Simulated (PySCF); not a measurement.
Results of a calculation; reference values are marked as such.
# C2H7Si

C2H7Si is a small molecule (built as: C site whose three back bonds go to SiH3, CH3, H), neutral, doublet. The structure, one conformer, was relaxed in the gas phase by PBE0-D3(BJ)/def2-SVP. No frequency run checks that it is a minimum.

SMILES: C[CH][SiH3]

```xyz
10

C    -0.402   -0.498   -0.168
Si   -0.214    0.425    1.427
C     0.399   -0.239   -1.396
H    -1.139   -1.309   -0.236
H     1.163    0.252    1.997
H    -0.406    1.899    1.221
H    -1.210   -0.057    2.431
H    -0.249    0.002   -2.259
H     0.976   -1.134   -1.697
H     1.115    0.590   -1.279
```
Atom numbers follow the order of the file, from 1.

EPR values by unrestricted B3LYP, IGLO-III on C Si, pcH-1 on H.

Q: Predict g and the largest hyperfine couplings. Where does the spin sit?

A: g = 2.0022, 2.0028, 2.0029. The spin sits on C1 (99 %, bonded to 1 C + 1 Si + 1 H) by Mulliken populations.
```
atom  isotope  isotropic (MHz)  dipolar, principal values (MHz)
  C1      13C             76.5              -73.3, -72.4, 145.7
  H9       1H            115.6                  -5.0, -3.2, 8.2
  H8       1H            110.7                  -5.0, -3.3, 8.3
  H4       1H            -56.2                -34.9, -0.9, 35.8
  H5       1H             72.7                  -3.2, -1.9, 5.1
  H6       1H             63.7                  -3.1, -2.1, 5.2
```

Q: How do the isotropic couplings move with BHandHLYP?

A: C1 76.5 to 101.0 MHz, H9 115.6 to 113.4 MHz, H8 110.7 to 108.6 MHz, H4 -56.2 to -66.5 MHz.

The 2 runs behind this took 67 s in all, one thread each of Arm Neoverse N1 on a shared host, launched as `OMP_NUM_THREADS=1 python cluster_run.py task.json out`.
